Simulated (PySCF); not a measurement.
# Lithium: a sound run and one with changed settings

Sound run: Li [He] 2s1, Li⁺ 1s2. Calculation: PySCF 2.14, in jorge-DZP-DKH (4s2p1d, 15 functions); the spin-free X2C one-electron Hamiltonian (Gaussian nucleus). The sound run starts from symmetry-adapted Hartree-Fock orbitals and uses a fine grid where one is needed.

A second run was set up differently.

```json
{"species": "Li", "method": "UHF", "sound run (hartree)": "-7.43268", "changed run (hartree)": "-7.42975", "converged": "no"}
{"species": "Li", "method": "M06-L", "sound run (hartree)": "-7.48733", "changed run (hartree)": "-5.64631", "converged": "no"}
{"species": "Li", "method": "M06-2X", "sound run (hartree)": "-7.48138", "changed run (hartree)": "-4.81160", "converged": "no"}
{"species": "Li⁺", "method": "UHF", "sound run (hartree)": "-7.23672", "changed run (hartree)": "-7.23672", "converged": "yes"}
{"species": "Li⁺", "method": "M06-L", "sound run (hartree)": "-7.30069", "changed run (hartree)": "-7.30069", "converged": "yes"}
{"species": "Li⁺", "method": "M06-2X", "sound run (hartree)": "-7.28306", "changed run (hartree)": "-2.00511", "converged": "no"}
```

(1) What was changed?
A. radial grid too coarse
B. a valence shell is frozen
C. level shift left on
D. minimal basis

Answers

(1) C. It used initial guess 1e, at most 50 SCF cycles, level shift 10.0 hartree. A level shift slows the SCF but leaves a converged energy unchanged.
